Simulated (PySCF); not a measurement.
C3H5N.
Z-matrix (Å and degrees, PBE0-D3(BJ)/def2-SVP geometry), rows numbered from 1:
```
C 
C   1  1.4699
N   2  1.2525  1  141.38
C   2  1.4479  1  150.66  3  -179.78
H   1  1.0991  2  110.70  3    -0.30
H   1  1.1010  2  110.00  3   120.83
H   1  1.1010  2  110.04  3  -121.48
H   4  1.0985  2  120.96  3  -100.61
H   4  1.0985  2  120.97  3   100.62
```

Method: TDDFT B3LYP/def2-SVPD, vertical, gas phase, core orbitals frozen in the response in PySCF 2.14.0, density-fitted response routines.

Frontier orbitals with the atoms that hold most of them (Löwdin shares over 4%, at most four atoms; ? is withheld):

| orbital | ε (eV) | atoms |
| --- | --- | --- |
| LUMO+2 | 1.21 | C4 32%, H9 19%, H8 19%, C1 8% |
| LUMO+1 | 0.38 | C1 34%, C2 13%, H7 12%, H6 12% |
| LUMO | -0.39 | N3 39%, C2 37%, C1 9%, C4 6% |
| HOMO | -7.45 | ? |
| HOMO-1 | -7.99 | ? |
| HOMO-2 | -10.03 | N3 43%, C2 16%, C4 16%, C1 12% |
| HOMO-3 | -11.65 | C1 33%, N3 20%, H5 19%, C2 14% |

Question: Give the leading atoms of the HOMO-1.

Answer: N3 (bonded to 2 C) 37%; C2 (bonded to 2 C and N) 21%; C4 (bonded to C, N and 2 H) 18%; H9 (bonded to C) 8%. By element: carbon 39% or more, nitrogen 37%, hydrogen 8% or more.

Question: Give the leading atoms of the HOMO.

Answer: N3 (bonded to 2 C) 42%; C4 (bonded to C, N and 2 H) 29%; C2 (bonded to 2 C and N) 18%; C1 (bonded to C and 3 H) 4%. By element: carbon 52%, nitrogen 42%.

Question: How does S1 compare with the orbital gap of 7.06 eV?

Answer: S1 is at 5.47 eV (f = 0.0002), 1.59 eV below the gap, made of HOMO→LUMO (100%). Without the coupling terms of the response equations the lowest excitation would equal the gap.

Question: One configuration dominates each of S1, S4 and S6. Which, and how do the shares of the two leading atoms of either orbital change from the occupied to the empty one?

Answer: 
- S1 (5.47 eV, f 0.0002), HOMO→LUMO (100%): N3 42% → 39%, C4 29% → 6%, C2 18% → 37%
- S4 (7.46 eV, f 0.012), HOMO-1→LUMO+1 (98%): N3 37% → at most 13%, C2 21% → 13%, C1 at most 9% → 34%
- S6 (7.86 eV, f 0.0005), HOMO-2→LUMO (95%): N3 43% → 39%, C2 16% → 37%
